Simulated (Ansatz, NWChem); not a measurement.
# Worked example: the enthalpy of formation of CO (carbon monoxide)

The species is CO (2 atoms), meant as a singlet with charge 0. SMILES: `[C-]#[O+]`. Geometry: relaxed at PBE0-D4/def2-TZVP.

```
atom    x (Å)    y (Å)    z (Å)
   C   0.4799  -0.1551   0.2472
   O  -0.4799   0.1551  -0.2472
```

Total energies at MP2/aug-cc-pVTZ, 2 core orbitals frozen (NWChem 7.3.0); the atoms run unrestricted:

```
species    state  energy (Eh)
     CO  singlet  -113.141888
      C  triplet   -37.759561
      O  triplet   -74.959294
```

Harmonic wavenumbers at PBE0-D4/def2-TZVP, in cm⁻¹: 2240.

Measured heats of formation of the gaseous atoms at 298.15 K, in kJ/mol: C 716.9, O 249.2. Spin-orbit lowering of the atoms at 298 K (mean of the ground term's levels less their thermal mean, from spectra), in kJ/mol: C 0.02, O 0.40. Take 1 Eh = 2625.50 kJ/mol, 1 cm⁻¹ = 0.0119627 kJ/mol, RT = 2.479 kJ/mol.

**Question.** What heat of formation follows?

**Answer.** 
1. Electronic atomisation energy: (-37.759561) + (-74.959294) − (-113.141888) = 0.423033 Eh = 1110.7 kJ/mol.
2. Zero-point energy: half the sum of the wavenumbers, 1120 cm⁻¹ = 13.4 kJ/mol.
3. Thermal vibrational enthalpy, Σ hcν̃/(exp(hcν̃/kT) − 1): 0.0 kJ/mol. Translation, rotation and pV of a linear molecule: 3.5 RT = 8.7 kJ/mol.
4. The 2 free atoms carry 5/2 RT each: 12.4 kJ/mol.
5. Spin-orbit coupling lowers the free atoms by 0.02 + 0.40 = 0.4 kJ/mol.
6. Atomisation enthalpy at 298 K: 1110.7 − 0.4 − 13.4 − 0.0 − 8.7 + 12.4 = 1100.6 kJ/mol.
7. Sum of the atoms' heats of formation: 966.1 kJ/mol. Heat of formation: 966.1 − 1100.6 = -134.5 kJ/mol.

The tabulated value is -110.5 kJ/mol (Active Thermochemical Tables), so this level is off by -24.0 kJ/mol, or 2.2 % of the atomisation enthalpy. Anharmonicity and any spin-orbit splitting of the molecule are left out, and so is core correlation.
